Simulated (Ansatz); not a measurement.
For trigonal Te, PBE (Ansatz, an electronic-structure program, plane waves, PAW) gives:

- lattice parameter a = 4.518 Å
- c axis length = 5.955 Å
- bulk modulus = 17.3 GPa
- cohesive energy = 2.42 eV/atom
- band gap at the measured cell (atoms relaxed with PBEsol) = 0.16 eV
- elastic constant C11 = 28.1 GPa
- elastic constant C44 = 29.0 GPa
- polycrystal shear modulus = 14.5 GPa

Task: What does r²SCAN (Ansatz, plane waves, PAW) give for the same quantities?

Result: 
- lattice constant a: 4.621 Å (grows by 2.3 %)
- lattice parameter c: 5.906 Å (decreases by 0.8 %)
- bulk modulus: 12.3 GPa (falls by 29 %)
- cohesive energy: 2.27 eV/atom (falls by 0.15 eV/atom)
- band gap at the measured cell (atoms relaxed with PBEsol): 0.32 eV (rises by 0.16 eV)
- elastic constant C11: 20.0 GPa (shrinks by 29 %)
- elastic constant C44: 23.2 GPa (shrinks by 20 %)
- Voigt–Reuss–Hill shear modulus: 10.9 GPa (shrinks by 25 %)

For comparison: lattice constant a 4.456 Å (measured, 293 K, no zero-point or thermal correction; as tabulated in Wikipedia's data pages); lattice parameter c 5.928 Å (measured, 293 K, not corrected to a static lattice; as tabulated in Wikipedia's data pages); bulk modulus 19 GPa (measured, temperature not stated, not corrected to a static lattice; as tabulated in Yi et al. (2018), arXiv:1712.00894); band gap 0.33 eV (measured, temperature not stated, no zero-point or thermal correction, compiled measured gap; kind and temperature not stated; as tabulated in Kothakonda et al. (2022), arXiv:2208.02841); elastic constant C11 33 GPa (measured, temperature not stated, not corrected to a static lattice; as tabulated in Yi et al. (2018), arXiv:1712.00894); elastic constant C44 31 GPa (measured, temperature not stated, not corrected to a static lattice; as tabulated in Yi et al. (2018), arXiv:1712.00894).

Changes are worked out from the printed values.

Unless a cell is named, each level is at its own relaxed cell (PBE 35.12, r²SCAN 36.43 Å³/atom).

Levels without +SOC leave out spin–orbit coupling, which shifts energies and cells of such heavy elements.

Levels without +SOC have no spin–orbit coupling; where heavier elements are present it shifts gaps, mostly down, and can invert bands. Density-functional gaps are differences of (generalised) Kohn–Sham levels.

Caveats: the cell comes from a level without a dispersion term, which matters for the spacing of layers, chains or molecules (PBE, r²SCAN). Ansatz's density-functional and Hartree–Fock values are scalar-relativistic unless marked +SOC, with PAW data made under PBE.
